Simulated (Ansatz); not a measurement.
# BH₄+ (triplet): from Hartree-Fock to the top rungs, cc-pVTZ

An exercise on one series of results from a longer session: the logs are not shown, and one member is left open.

Program: Ansatz 0.2.0, Gaussian basis. Level of theory: cc-pVTZ, core rule «outside noble gas», up to 1 orbitals frozen. These are calculated values, not measurements.

Plan: UHF; CCSD(T) on ROHF; CCSD(T) on UHF; BCCD(T) on ROHF; CCSDT(Q) on ROHF; CCSDT(Q) on UHF; CASSCF and MRCISD+Q, 6 electrons in 8 orbitals; CASSCF and NEVPT2, 6 electrons in 8 orbitals.

4 further runs of the same task are left out: 4 set aside as unsound or not needed.

## The geometry

The geometry is a PBE0/def2-TZVP stationary point (not a proven minimum).

5 atoms, charge 1, spin multiplicity 3.

Atoms are counted from 1 here; the program's logs count them from 0.

Bond lengths: B1–H2 1.256 Å, B1–H3 1.256 Å, B1–H4 1.256 Å, B1–H5 1.256 Å. Angles: H2–B1–H3 65.3°, H2–B1–H4 135.2°, H2–B1–H5 135.2°, H3–B1–H4 135.2°, H3–B1–H5 135.2°, H4–B1–H5 65.3°.

As a file:

```csv
atom,x (Å),y (Å),z (Å)
B1,0.0000,0.0000,0.0000
H2,0.4725,0.4863,1.0573
H3,-0.4858,-0.4709,1.0582
H4,-0.4719,0.4714,-1.0643
H5,0.4852,-0.4868,-1.0513
```

Set-up of the first run:

Input file in.yaml:

```yaml
crystal:
  periodic: [false, false, false]
  atoms:
    - {symbol: B, position_ang: [0.000000, 0.000000, 0.000000]}
    - {symbol: H, position_ang: [0.472475, 0.486295, 1.057304]}
    - {symbol: H, position_ang: [-0.485791, -0.470884, 1.058245]}
    - {symbol: H, position_ang: [-0.471913, 0.471402, -1.064277]}
    - {symbol: H, position_ang: [0.485229, -0.486813, -1.051272]}
basis:
  gaussian: {orbitals: cc-pVTZ}
total_charge: 1
magnetization: {spin_polarized: true, initial_magnetization: 2}
hamiltonian: {xc: hf}
output: {orbitals: {seedname: orbitals}}
```

Started as:

```
$ ansatz run in.yaml --threads 1 --pin off --events-out ev --progress --plain --max-ram 4096MiB --backend cpu
```

Steps of the session up to this table: UHF; CCSD(T) on ROHF; CCSD(T) on UHF; BCCD(T) on ROHF; CCSDT(Q) on ROHF; CCSDT(Q) on UHF; CASSCF and MRCISD+Q, 6 electrons in 8 orbitals; CASSCF and NEVPT2, 6 electrons in 8 orbitals.

One of the session's tables, all rows but one given; the rest of the session is left out.

```
          method  from UCCSDT(Q) (kJ/mol)
            ROHF                   +358.2
             UHF                   +341.1
            RMP2                        ?
            UMP2                    +67.9
           RCCSD                    +10.4
           UCCSD                     +9.9
        RCCSD(T)                     +1.8
        UCCSD(T)                     +1.7
         BCCD(T)                     +1.8
          RCCSDT                     +0.2
          UCCSDT                     +0.1
       RCCSDT(Q)                     +0.1
       UCCSDT(Q)                        0
  CASSCF valence                   +219.2
  NEVPT2 valence                    +46.5
  MRCISD valence                     +8.5
MRCISD+Q valence                     +1.2
```

Estimate the missing values for RMP2.

The run gave: from UCCSDT(Q) (kJ/mol): +64.5. In the column «from UCCSDT(Q) (kJ/mol)» it lies between NEVPT2 valence (+46.5) and UMP2 (+67.9).

Some runs used a GPU and others CPU threads alone; cost is compared among the CPU runs only.

To keep in mind: Of the multireference levels listed MRCISD+Q valence comes nearest in total energy (+1.2 kJ/mol), which doesn't show that its space is the better one. Restricted and unrestricted rows rest on different reference determinants; where their highest levels disagree by more than a few hundredths of an eV, they describe different states and don't form one ladder.
